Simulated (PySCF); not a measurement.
Geometries of 4 isomers of C3H6OS, from PySCF, PBE0-D3(BJ)/def2-SVP geometry optimisation, gas phase. One conformer each, no zero-point energy, no frequencies.

Problem. Which is lowest in electronic energy at this level?
A.
```xyz
11
angstrom
C     -1.847    0.300   -0.006
O     -0.504    0.056   -0.289
C      0.249   -0.267    0.834
C      1.674   -0.486    0.438
S      2.861   -0.922    1.439
H     -2.345   -0.586    0.436
H     -2.350    0.549   -0.950
H     -1.975    1.147    0.696
H      0.213    0.536    1.603
H     -0.130   -1.182    1.340
H      1.855   -0.315   -0.638
```
B.
```xyz
11
angstrom
C      1.408   -0.152   -0.429
C      0.186   -0.466    0.393
O      0.244   -0.856    1.534
C     -1.160   -0.246   -0.273
S     -1.569    1.529   -0.292
H      1.546   -0.944   -1.184
H      1.283    0.800   -0.966
H      2.293   -0.116    0.217
H     -1.930   -0.820    0.261
H     -1.145   -0.547   -1.332
H     -1.570    1.680    1.050
```
C.
```xyz
11
angstrom
C      1.944    0.574    0.073
O      0.627    0.523    0.552
C     -0.156   -0.393   -0.076
C     -1.599   -0.126   -0.097
S     -0.831    0.006   -1.738
H      1.960    0.868   -0.992
H      2.483    1.325    0.665
H      2.455   -0.401    0.179
H      0.193   -1.435    0.001
H     -2.296   -0.959    0.046
H     -1.911    0.823    0.351
```
D.
```xyz
11
angstrom
O      2.004   -1.279   -1.003
S      0.748   -0.495   -1.195
C     -0.569   -0.972    0.028
C     -0.794    0.503    0.360
C      0.624    0.933   -0.011
H     -0.033   -1.513    0.822
H     -1.397   -1.578   -0.366
H     -1.117    0.727    1.387
H     -1.529    0.949   -0.328
H      1.360    0.710    0.777
H      0.801    1.930   -0.439
```

Solution. B. That is mercaptoacetone, `CC(=O)CS`, 21.4 kcal/mol below the next.

```tsv
SMILES	atoms numbered as above	E (Eh)	relative (kcal/mol)	relative (kJ/mol)	dipole (D)
CC(=O)CS	[CH3:1][C:2](=[O:3])[CH2:4][SH:5]	-590.71957	0.0	0.0	1.71
CO[C@H]1CS1	[CH3:1][O:2][C@H:3]1[CH2:4][S:5]1	-590.68541	21.4	89.7	1.62
COCC=S	[CH3:1][O:2][CH2:3][CH:4]=[S:5]	-590.67098	30.5	127.6	2.58
O=S1CCC1	[O:1]=[S:2]1[CH2:3][CH2:4][CH2:5]1	-590.65232	42.2	176.6	4.03
```

As drawn, the lowest has a C=O bond and an S–H bond, which the highest lacks; the highest has a four-membered ring and an S=O bond, which the lowest lacks.
